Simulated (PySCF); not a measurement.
Gas-phase reaction: 2 BH2F = BF2 + B + 2 H2, at 1600 K and a standard pressure of 1 bar. Level: CCSD(T)/def2-SVP†.

Method: PySCF energies plus ideal-gas RRHO corrections (1 bar). † marks an energy on the PBE0/def2-TZVP geometry and frequencies. CCSD(T) freezes the core. Open shells (unrestricted): BF2 (multiplicity 2), B (multiplicity 2, electronic degeneracy 6); the rest are closed-shell singlets. Spin-orbit splitting is ignored; it lowers the true energy and changes the entropy of B. BH2F: computed as isolated molecules; such fragments, hydroxides, amides, oligomers or adducts are transient or little studied in the gas. CCSD(T) isn't extrapolated to the basis-set limit; its ΔH°(298 K) is 689.4 kJ in def2-SVP and 677.1 kJ in def2-TZVPP. The harmonic model lacks anharmonicity and excited electronic states, which grow with temperature; levels with a mode under 35 cm⁻¹ are left out.

```json
[
 {"species": "BH2F", "E (Ha)": "-125.51938", "H(1600 K) − E (kJ/mol)": "149.2", "S°(1600 K) (J/mol/K)": "316.8"},
 {"species": "BF2", "E (Ha)": "-223.87842", "H(1600 K) − E (kJ/mol)": "96.4", "S°(1600 K) (J/mol/K)": "329.2"},
 {"species": "B", "E (Ha)": "-24.55830", "H(1600 K) − E (kJ/mol)": "33.3", "S°(1600 K) (J/mol/K)": "188.4"},
 {"species": "H2", "E (Ha)": "-1.16345", "H(1600 K) − E (kJ/mol)": "74.0", "S°(1600 K) (J/mol/K)": "180.1"}
]
```
E: electronic energy; H − E holds the zero-point and thermal terms. 1 Ha = 2625.5 kJ/mol.

### Question
Work out ΔH°, ΔS°, ΔG° and log10 K from these numbers.

### Answer
1. ΔE = 1×(-223.87842) + 1×(-24.55830) + 2×(-1.16345) − 2×(-125.51938) = 0.27514 Ha = 722.4 kJ.
2. Δ(H − E) = 1×(96.4) + 1×(33.3) + 2×(74.0) − 2×(149.2) = -20.7 kJ, so ΔH° = 701.7 kJ.
3. ΔS° = 1×(329.2) + 1×(188.4) + 2×(180.1) − 2×(316.8) = 244.2 J/K; the number of gas molecules changes by +2.
4. ΔG° = ΔH° − TΔS° = 701.7 − 1600×(244.2)/1000 = 311.0 kJ.
5. log10 K = −ΔG°/(RT ln 10) = -10.15, with RT ln 10 = 30.63 kJ/mol; at standard pressures the reactants are favoured.
6. A shift of 10 kJ in ΔE would move log10 K by 0.33 here.
For scale, ΔH°(298 K) is 689 kJ at this level, 711 kJ at ωB97M-V/def2-TZVP†, and runs from 601 to 1110 kJ over the 20 levels computed.
